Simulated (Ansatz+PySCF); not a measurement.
Two shapes of doublet SiH4(+).

Shape 1:

```xyz
5

Si   -0.4679    0.0000    0.5828
H    -0.3379    0.0000   -1.2659
H     0.4359    0.0000   -1.1213
H     0.1850   -1.2856    0.9022
H     0.1850    1.2856    0.9022
```

Shape 2:

```xyz
5

Si   -0.4665    0.0000    0.5629
H    -0.3400    0.0000   -1.2360
H     0.4338    0.0000   -1.0914
H     0.1864   -1.2856    0.8822
H     0.1864    1.2856    0.8822
```

Basis set: cc-pVTZ on H; cc-pV(T+d)Z on Si (spherical functions). Left uncorrelated: 5 orbitals. Correlation on ROHF uses semicanonical orbitals with singles. Charge 1, multiplicity 2.

Computed with Ansatz (development build ahead of 0.2.0); each method stands on the lowest determinant of its kind that the runs found.

**Question.** Which shape is lower in energy, and by how much in each method?

**Answer.**

| method | E(2) − E(1) (eV) |
| --- | --- |
| ROHF | 0.017 |
| UHF | 0.017 |
| ROHF-MP2 | 0.001 |
| UHF-CCSD | 0.003 |
| ROHF-CCSD(T) | 0.001 |

Shape 1 is lower. Caution for UHF-CCSD: the charge can sit on one fragment and break the point group.
